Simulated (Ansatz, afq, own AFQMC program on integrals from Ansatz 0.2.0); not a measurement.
# H2O− (doublet): quantum Monte Carlo beside coupled cluster at angle H2–O1–H3 = 124.3°, aug-cc-pVDZ

Aim: compute H2O− (doublet) with auxiliary-field quantum Monte Carlo on the same integrals as coupled cluster, and set the energies side by side.

The runs use Ansatz 0.2.0, Gaussian basis, and an in-house AFQMC program (afq) on its integrals; all values are calculated; aug-cc-pVDZ, frozen cores.

The runs, in order: PBE (unrestricted); r2SCAN (unrestricted); PBE0 (unrestricted); B3LYP (unrestricted); wB97M-V (unrestricted); B2PLYP (unrestricted); CCSD(T) on UHF; CCSDT(Q) on UHF; Phaseless AFQMC, CISD trial on UHF; Free-projection AFQMC, CISD trial on UHF.

2 further runs of the same task are left out: 2 that didn't finish.

### Step 1. The system

The geometry derives from a PBE0/def2-TZVPD stationary point (not a proven minimum). One angle is set to the value named; bond lengths are kept.

3 atoms, charge -1, spin multiplicity 2.

Atoms are counted from 1 here; the program's logs count them from 0.

Bond lengths: O1–H2 0.977 Å, O1–H3 0.977 Å. Angles: H2–O1–H3 124.3°.

### Step 2. PBE (unrestricted)

Input file in.yaml:

```yaml
crystal:
  periodic: [false, false, false]
  atoms:
    - {symbol: O, position_ang: [0.000000, -0.051087, 0.000000]}
    - {symbol: H, position_ang: [0.000000, 0.405458, 0.864086]}
    - {symbol: H, position_ang: [0.000000, 0.405458, -0.864086]}
basis:
  gaussian: {orbitals: aug-cc-pVDZ}
total_charge: -1
magnetization: {spin_polarized: true, initial_magnetization: 1}
hamiltonian: {xc: {name: PBE}}
output: {orbitals: {seedname: orbitals}}
```

Launch:

```
$ ansatz run in.yaml --threads 1 --pin off --events-out ev --progress --plain --max-ram 1382MiB
```

What it wrote:

```text
Functional definition: PBE
  name "PBE"
  cite "Perdew, Burke & Ernzerhof, Phys. Rev. Lett. 77, 3865 (1996) doi:10.1103/PhysRevLett.77.3865"
  parent pbe
  parameter kappa = 0.804
  parameter beta = 0.06672455060314922
  exchange = pbe_x(kappa = kappa, mu = beta*pi^2/3)
  correlation = pbe_c(beta = beta)
307 factors; their error is unknown
mean field evaluation 1: about -2071.6753 eV, gradient 3.6e1 eV
mean field evaluation 2: about -2060.2549 eV, gradient 6.8e1 eV
mean field evaluation 4: about -2077.0838 eV, gradient 3.4e-1 eV
mean field evaluation 8: about -2077.0770 eV, gradient 1.4e-3 eV
mean field evaluation 16: about -2076.6122 eV, gradient 2.2e-2 eV
mean field -2077.07695426 eV, -76.3311701758 hartree, gradient 1.1e-5 eV, S^2 0.750119; 3 other end points of the search recorded, 0 dependent functions left out
reference -2077.07698552 eV, -76.3311713247 hartree; 6, 5 occupied and 35, 36 virtual orbitals, 307 factors
Total energy: -2077.07698552 eV, -76.3311713247 hartree
```

Wall time 1.7 s (1 thread of Arm Neoverse N1, shared host).

From the report: ⟨S²⟩ of the determinant 0.750 (pure doublet: 0.75).

### Step 3. r2SCAN (unrestricted)

Edit in.yaml of step 2 so:

```diff
@@ -10,3 +10,2 @@
 magnetization: {spin_polarized: true, initial_magnetization: 1}
-hamiltonian: {xc: {name: PBE}}
-output: {orbitals: {seedname: orbitals}}
+hamiltonian: {xc: {name: r2SCAN}}
```

The command is unchanged.

What it wrote:

```text
Functional definition: r2SCAN
  name "r2SCAN"
  cite "Furness, Kaplan, Ning, Perdew & Sun, J. Phys. Chem. Lett. 11, 8208 (2020) doi:10.1021/acs.jpclett.0c02405"
  cite "Furness, Kaplan, Ning, Perdew & Sun, J. Phys. Chem. Lett. 11, 9248 (2020) doi:10.1021/acs.jpclett.0c03077"
  parent r2scan
  parameter k0 = 0.174
  parameter k1 = 0.065
  parameter a1 = 4.9479
  exchange = r2scan_x(k0 = k0, k1 = k1, a1 = a1)
  correlation = r2scan_c
307 factors; their error is unknown
mean field evaluation 1: about -2074.5062 eV, gradient 3.0e1 eV
mean field evaluation 2: about -2068.4963 eV, gradient 5.2e1 eV
mean field evaluation 4: about -2078.1118 eV, gradient 2.8e-1 eV
mean field evaluation 8: about -2078.1074 eV, gradient 4.1e-3 eV
mean field evaluation 16: about -2077.5707 eV, gradient 1.3e0 eV
mean field -2078.10737628 eV, -76.3690374865 hartree, gradient 3.5e-5 eV, S^2 0.750217; 2 other end points of the search recorded, 0 dependent functions left out
reference -2078.10739948 eV, -76.3690383391 hartree; 6, 5 occupied and 35, 36 virtual orbitals, 307 factors
Total energy: -2078.10739948 eV, -76.3690383391 hartree
```

Wall time 4.7 s (1 thread of Arm Neoverse N1, shared host).

From the report: ⟨S²⟩ of the determinant 0.750 (pure doublet: 0.75).

### Step 4. PBE0 (unrestricted)

Edit in.yaml of step 3 so:

```diff
@@ -10,2 +10,3 @@
 magnetization: {spin_polarized: true, initial_magnetization: 1}
-hamiltonian: {xc: {name: r2SCAN}}
+hamiltonian: {xc: {name: PBE0}}
+output: {orbitals: {seedname: orbitals}}
```

The command is unchanged.

What it wrote:

```text
Functional definition: PBE0
  name "PBE0"
  cite "Adamo & Barone, J. Chem. Phys. 110, 6158 (1999) doi:10.1063/1.478522"
  cite "Perdew, Burke & Ernzerhof, Phys. Rev. Lett. 77, 3865 (1996) doi:10.1103/PhysRevLett.77.3865"
  parent pbe
  parameter a = 0.25
  parameter kappa = 0.804
  parameter beta = 0.06672455060314922
  exchange = (1 - a)*pbe_x(kappa = kappa, mu = beta*pi^2/3) + a*exact_x
  correlation = pbe_c(beta = beta)
318 factors; their error is unknown
mean field evaluation 1: about -2073.5903 eV, gradient 2.8e1 eV
mean field evaluation 2: about -2070.5635 eV, gradient 4.3e1 eV
mean field evaluation 4: about -2077.0010 eV, gradient 3.8e-1 eV
mean field evaluation 8: about -2077.0091 eV, gradient 5.2e-2 eV
mean field evaluation 16: about -2077.0091 eV, gradient 5.0e-5 eV
mean field evaluation 32: about -2076.6199 eV, gradient 2.2e0 eV
mean field -2077.00911298 eV, -76.3286770547 hartree, gradient 1.1e-5 eV, S^2 0.750120; 4 other end points of the search recorded, 0 dependent functions left out
reference -2077.00913619 eV, -76.3286779078 hartree; 6, 5 occupied and 35, 36 virtual orbitals, 318 factors
Total energy: -2077.00913619 eV, -76.3286779078 hartree
```

It took 2.7 s on 1 thread of Arm Neoverse N1, shared host.

From the report: ⟨S²⟩ of the determinant 0.750 (pure doublet: 0.75).

### Step 5. B3LYP (unrestricted)

Edit in.yaml of step 4 so:

```diff
@@ -10,3 +10,2 @@
 magnetization: {spin_polarized: true, initial_magnetization: 1}
-hamiltonian: {xc: {name: PBE0}}
-output: {orbitals: {seedname: orbitals}}
+hamiltonian: {xc: {name: B3LYP}}
```

Launched as before.

What it wrote (excerpt; [...] marks lines left out):

```text
Functional definition: B3LYP
  name "B3LYP"
  cite "Stephens, Devlin, Chabalowski & Frisch, J. Phys. Chem. 98, 11623 (1994) doi:10.1021/j100096a001"
  cite "Becke, Phys. Rev. A 38, 3098 (1988) doi:10.1103/PhysRevA.38.3098"
  cite "Lee, Yang & Parr, Phys. Rev. B 37, 785 (1988) doi:10.1103/PhysRevB.37.785"
  cite "Vosko, Wilk & Nusair, Can. J. Phys. 58, 1200 (1980) doi:10.1139/p80-159"
[...]
307 factors; their error is unknown
[...]
mean field -2079.37638944 eV, -76.4156728598 hartree, gradient 5.7e-6 eV, S^2 0.750078; 4 other end points of the search recorded, 0 dependent functions left out
reference -2079.37655333 eV, -76.4156788830 hartree; 6, 5 occupied and 35, 36 virtual orbitals, 307 factors
Total energy: -2079.37655333 eV, -76.4156788830 hartree
```

Run time: 2.8 s. Hardware: 1 thread of Arm Neoverse N1, shared host.

From the report: ⟨S²⟩ of the determinant 0.750 (pure doublet: 0.75).

### Step 6. wB97M-V (unrestricted)

Edit in.yaml of step 5 so:

```diff
@@ -10,2 +10,3 @@
 magnetization: {spin_polarized: true, initial_magnetization: 1}
-hamiltonian: {xc: {name: B3LYP}}
+hamiltonian: {xc: {name: wB97M-V}}
+output: {orbitals: {seedname: orbitals}}
```

Launched as before.

What it wrote (excerpt; [...] marks lines left out):

```text
Functional definition: wB97M-V
  name "wB97M-V"
  cite "Mardirossian & Head-Gordon, J. Chem. Phys. 144, 214110 (2016) doi:10.1063/1.4952647"
  cite "Becke, J. Chem. Phys. 107, 8554 (1997) doi:10.1063/1.475007"
  cite "Vydrov & Van Voorhis, J. Chem. Phys. 133, 244103 (2010) doi:10.1063/1.3521275"
  # Of w^i u^j: cxij and so on, Table III.
[...]
  gx(w, u) = 1 - cx + cx01*u + cx10*w
  gss(w, u) = css00 + css04*u^4 + css10*w + css20*w^2 + css43*w^4*u^3
  gos(w, u) = cos00 + cos10*w + (cos20 + cos21*u)*w^2 + (cos60 + cos61*u)*w^6
[...]
      + integral(e_c_pw_mod_opposite_spin*gos(b97_w_opposite, b97_u_opposite)) + vv10(b, c)
307 factors; their error is unknown
135 factors; integrals over basis functions are off by at most 3.7e-6 eV
[...]
mean field -2078.21590342 eV, -76.3730257852 hartree, gradient 3.6e-5 eV, S^2 0.750359; 1 other end points of the search recorded, 0 dependent functions left out
reference -2078.21593097 eV, -76.3730267979 hartree; 6, 5 occupied and 35, 36 virtual orbitals, 307 factors
Total energy: -2078.21593097 eV, -76.3730267979 hartree
```

Run time: 3.9 s. Hardware: 1 thread of Arm Neoverse N1, shared host.

From the report: ⟨S²⟩ of the determinant 0.750 (pure doublet: 0.75).

### Step 7. B2PLYP (unrestricted)

Edit in.yaml of step 6 so:

```diff
@@ -10,3 +10,3 @@
 magnetization: {spin_polarized: true, initial_magnetization: 1}
-hamiltonian: {xc: {name: wB97M-V}}
-output: {orbitals: {seedname: orbitals}}
+hamiltonian: {xc: {name: B2PLYP}}
+correlation: {electrons: outside_noble_gas}
```

Same command.

What it wrote (excerpt; [...] marks lines left out):

```text
Functional definition: B2PLYP
  name "B2PLYP"
  cite "Grimme, J. Chem. Phys. 124, 034108 (2006) doi:10.1063/1.2148954"
  cite "Becke, Phys. Rev. A 38, 3098 (1988) doi:10.1103/PhysRevA.38.3098"
  cite "Lee, Yang & Parr, Phys. Rev. B 37, 785 (1988) doi:10.1103/PhysRevB.37.785"
[...]
385 factors; integrals over basis functions are off by at most 7.4e-4 eV
[...]
mean field -2075.41747355 eV, -76.2701853846 hartree, gradient 9.0e-6 eV, S^2 0.750153; 2 other end points of the search recorded, 0 dependent functions left out
1 core orbitals not correlated: weight in the atoms' cores, before any rotation towards them, 1.000 or more for the frozen orbitals, at most 0.000 for the correlated occupied ones
reference -2075.41757644 eV, -76.2701891658 hartree; 5, 4 occupied and 35, 36 virtual orbitals, 385 factors
second order -7.52749299 eV of doubles, -0.00000000 eV of singles
Total energy: -2077.44999955 eV, -76.3448793374 hartree
```

Run time: 1.2 s. Hardware: 1 thread of Arm Neoverse N1, shared host.

From the report: ⟨S²⟩ of the determinant 0.750 (pure doublet: 0.75).

### Step 8. CCSD(T) on UHF

Edit in.yaml of step 7 so:

```diff
@@ -10,3 +10,2 @@
 magnetization: {spin_polarized: true, initial_magnetization: 1}
-hamiltonian: {xc: {name: B2PLYP}}
-correlation: {electrons: outside_noble_gas}
+correlation: {method: ccsd_t, electrons: outside_noble_gas, hamiltonian_folder: ham}
```

Launched as before.

What it wrote (excerpt; [...] marks lines left out):

```text
Functional definition: HF
  name "HF"
  cite "Fock, Z. Phys. 61, 126 (1930) doi:10.1007/BF01340294"
  parent pbe
[...]
385 factors; integrals over basis functions are off by at most 7.4e-4 eV
[...]
mean field -2067.93181546 eV, -75.9950925237 hartree, gradient 2.0e-6 eV, S^2 0.750457; 7 other end points of the search recorded, 0 dependent functions left out
determinant -2067.93181546 eV, -75.9950925237 hartree, with singles and doubles -2074.32470635 eV, -76.2300269305 hartree
determinant -2067.38197402 eV, -75.9748862235 hartree, with singles and doubles -2073.66156765 eV, -76.2056570327 hartree
1 core orbitals not correlated: weight in the atoms' cores, before any rotation towards them, 1.000 or more for the frozen orbitals, at most 0.000 for the correlated occupied ones
reference -2067.93181546 eV, -75.9950925237 hartree; 5, 4 occupied and 35, 36 virtual orbitals, 385 factors
second order -6.19007882 eV of doubles, -0.00000000 eV of singles
cycle   1  -6.38147451 eV  change   -1.9e-1 eV  update   2.4e-2
[...]
cycle   8  -6.40145916 eV  change    5.5e-7 eV  update   1.1e-5
perturbative correction -0.16989896 eV, -0.0062436716 hartree
Total energy: -2074.50317359 eV, -76.2365854806 hartree
```

It took 2.3 s on 1 thread of Arm Neoverse N1, shared host.

From the report: ⟨S²⟩ of the determinant 0.750 (pure doublet: 0.75); correlation -6.5714 eV; T1 0.020; largest double amplitude 0.03.

This run also writes the integrals to the folder ham.

### Step 9. CCSDT(Q) on UHF

Edit in.yaml of step 8 so:

```diff
@@ -10,2 +10,2 @@
 magnetization: {spin_polarized: true, initial_magnetization: 1}
-correlation: {method: ccsd_t, electrons: outside_noble_gas, hamiltonian_folder: ham}
+correlation: {method: ccsdt_q, electrons: outside_noble_gas}
```

Launched as before.

What it wrote (excerpt; [...] marks lines left out):

```text
Functional definition: HF
  name "HF"
  cite "Fock, Z. Phys. 61, 126 (1930) doi:10.1007/BF01340294"
  parent pbe
[...]
653 factors; integrals over basis functions are off by at most 2.4e-7 eV
[...]
a density is far from that of the atoms, so the factors are made again for it
670 factors; integrals over basis functions are off by at most 1.0e-7 eV
[...]
mean field -2067.93181764 eV, -75.9950926036 hartree, gradient 1.8e-6 eV, S^2 0.750457; 8 other end points of the search recorded, 0 dependent functions left out
determinant -2067.93181764 eV, -75.9950926036 hartree, with singles and doubles -2074.32471545 eV, -76.2300272650 hartree
determinant -2067.38197826 eV, -75.9748863793 hartree, with singles and doubles -2073.66157898 eV, -76.2056574491 hartree
1 core orbitals not correlated: weight in the atoms' cores, before any rotation towards them, 1.000 or more for the frozen orbitals, at most 0.000 for the correlated occupied ones
reference -2067.93181764 eV, -75.9950926036 hartree; 5, 4 occupied and 35, 36 virtual orbitals, 670 factors
second order -6.19009487 eV of doubles, -0.00000000 eV of singles
cycle   1  -6.21883669 eV  change   -2.9e-2 eV  update   7.2e-2
[...]
cycle  15  -6.57962569 eV  change   -1.9e-7 eV  update   3.1e-7
perturbative correction -0.01515202 eV, -0.0005568266 hartree
Total energy: -2074.52659535 eV, -76.2374462143 hartree
```

Wall time 45 s (1 thread of Arm Neoverse N1, shared host); peak memory 0.38 GiB.

From the report: ⟨S²⟩ of the determinant 0.750 (pure doublet: 0.75); correlation -6.5948 eV; T1 0.020; largest double amplitude 0.03.

### Step 10. Phaseless AFQMC, CISD trial on UHF

It reads the integrals that the CCSD(T) run on this determinant wrote.

Launch:

```
$ afq ham --method phaseless --trial cisd --walkers 60 --populations 1 --least-time 40 --time-step 0.005 --steps-per-block 50 --equilibration-blocks 28 --max-blocks 300 --target-error 0.00036 --factor-cut 1e-05 --start spin_pure --seed 7913 --release-times 0.24,0.51,0.99,1.62,2.4 --release-step 0.03 --release-every 4 --taylor-order 6
```

What it wrote:

```text
orbitals 40  electrons 5 4  factors 304 of 385
reference energy -75.99509252 Eh
CCSD correlation -0.23524923 Eh in 10 cycles, weight of the determinant in the CISD state 0.9268
energy of the start -76.230340 Eh
 block  time / (1/Eh)  mean weight  energy / Eh
     1     0.250  0.9977  -76.229420
     2     0.500  0.9976  -76.235714
     3     0.750  1.0014  -76.232670
     4     1.000  0.9975  -76.232569
     5     1.250  0.9963  -76.232877
     6     1.500  0.9989  -76.235527
     7     1.750  0.9998  -76.233303
     8     2.000  1.0013  -76.232092
     9     2.250  1.0009  -76.238502
    10     2.500  1.0005  -76.233036
    13     3.250  1.0004  -76.232575
    17     4.250  0.9980  -76.238744
    21     5.250  1.0029  -76.237244
    25     6.250  0.9995  -76.242251
    29     7.250  1.0003  -76.237430
    33     8.250  1.0017  -76.232182
    37     9.250  0.9991  -76.239097
    41    10.250  1.0006  -76.236769
    45    11.250  1.0010  -76.234874
    49    12.250  0.9992  -76.231630
    53    13.250  1.0014  -76.233514
    57    14.250  1.0005  -76.241656
    61    15.250  0.9989  -76.242224
    65    16.250  0.9999  -76.236450
    69    17.250  1.0025  -76.234726
    73    18.250  1.0031  -76.233253
    77    19.250  1.0011  -76.242325
    81    20.250  0.9993  -76.240899
    85    21.250  0.9983  -76.232547
    89    22.250  1.0016  -76.235080
    93    23.250  1.0017  -76.237848
    97    24.250  0.9986  -76.239300
   101    25.250  0.9981  -76.240426
   105    26.250  0.9996  -76.237692
   109    27.250  0.9988  -76.233862
   113    28.250  0.9994  -76.234531
   117    29.250  0.9988  -76.236848
   121    30.250  0.9989  -76.234313
   125    31.250  0.9989  -76.235961
   129    32.250  1.0011  -76.234269
   133    33.250  0.9995  -76.238073
   137    34.250  1.0001  -76.241601
   141    35.250  0.9996  -76.235220
   145    36.250  1.0010  -76.234569
   149    37.250  0.9958  -76.238279
   153    38.250  1.0040  -76.235719
   157    39.250  0.9986  -76.237371
   161    40.250  0.9990  -76.234787
   165    41.250  0.9990  -76.237759
   169    42.250  1.0000  -76.247359
   173    43.250  0.9999  -76.237154
   177    44.250  1.0003  -76.233915
   181    45.250  0.9984  -76.242200
   185    46.250  1.0005  -76.233814
blocks merged  error / Eh  count
     1  0.000290  160
     2  0.000321  80
     4  0.000348  40
     8  0.000357  20
    16  0.000322  10
released: time / (1/Eh)  energy / Eh  error  mean overlap
  0.24  -76.237379  0.000616  0.9950
  0.51  -76.237337  0.000458  0.9896
  0.99  -76.237516  0.000436  0.9888
  1.62  -76.236947  0.000571  1.0065
  2.40  -76.236655  0.000579  1.0170
energy -76.236865 +/- 0.000357 Eh
```

Run time: 8.2 min. Hardware: 1 thread of Arm Neoverse N1, shared host.

Energy -2074.5108 ± 0.0097 eV. Caveats: constraint bias not in the error.

### Step 11. Free-projection AFQMC, CISD trial on UHF

It reads the integrals that the CCSD(T) run on this determinant wrote.

Launch:

```
$ afq ham --method free --trial cisd --walkers 60 --time-step 0.03 --max-blocks 80 --target-error 0.00036 --factor-cut 1e-05 --seed 4847 --times 0,0.3,0.6,1.2,1.8,2.4,3.6,4.8,6 --taylor-order 8
```

What it wrote:

```text
orbitals 40  electrons 5 4  factors 304 of 385
reference energy -75.99509252 Eh
CCSD correlation -0.23524923 Eh in 10 cycles, weight of the determinant in the CISD state 0.9268
repeat  energy at the last time / Eh  error
    10  -76.236890  0.002293
    20  -76.236947  0.001306
    30  -76.236889  0.000977
    40  -76.236873  0.000930
    50  -76.237315  0.000821
    60  -76.236514  0.000979
    70  -76.236225  0.000831
    80  -76.236505  0.000789
time / (1/Eh)  energy / Eh  error  mean overlap
  0.00  -76.230435  0.000183  1.0796
  0.30  -76.235035  0.000244  1.0896
  0.60  -76.236353  0.000294  1.0877
  1.20  -76.236587  0.000278  1.1004
  1.80  -76.237313  0.000354  1.0968
  2.40  -76.237224  0.000374  1.1029
  3.60  -76.237075  0.000538  1.0948
  4.80  -76.238057  0.000731  1.0850
  6.00  -76.236505  0.000789  1.1884
energy -76.236505 +/- 0.000789 Eh
```

Run time: 11 min. Hardware: 1 thread of Arm Neoverse N1, shared host.

Energy -2074.5010 ± 0.0215 eV. Caveats: remainder of the start not in the error; error above the target.

### Step 12. All levels side by side

On the UHF determinant, counted from CCSDT(Q) (a yardstick, not exact):

```csv
level,energy (eV),from CCSDT(Q) (kcal/mol),statistical error (kcal/mol),time
HF,-2067.9318,+152.08,,
MP2,-2074.1219,+9.33,,
CCSD,-2074.3333,+4.46,,
CCSD(T),-2074.5032,+0.54,,
CCSDT(Q),-2074.5266,0.00,,
"Phaseless AFQMC, CISD trial, step 0.005, 60 walkers",-2074.5108,+0.36,0.22,8.2 min
"Free-projection AFQMC, CISD trial, step 0.03, 60 walkers",-2074.5010,+0.59,0.49,11 min
```

The functionals' totals stand on their own zeros and serve differences with other points: PBE -2077.077 eV; r2SCAN -2078.107 eV; PBE0 -2077.009 eV; B3LYP -2079.377 eV; wB97M-V -2078.216 eV; B2PLYP -2077.450 eV.

### Step 13. What came out

```
                                              quantity                  value
                          CCSD(T) on UHF from CCSDT(Q)         +0.54 kcal/mol
      Phaseless AFQMC, CISD trial on UHF from CCSDT(Q)  +0.36 ± 0.22 kcal/mol
Free-projection AFQMC, CISD trial on UHF from CCSDT(Q)  +0.59 ± 0.49 kcal/mol
```

**Reading.** On UHF the phaseless walk with the CISD trial lies +0.36 kcal/mol from CCSDT(Q), within three error bars. Free projection has no constraint; at the last time it gives +0.59 ± 0.49 kcal/mol, and from a start that isn't spin pure other spins can mix in. Error bars are statistical and leave out the constraint, the time step and what remains of the start.

The anion's highest level is positive in at least one run, so there the basis alone may hold the extra electron.
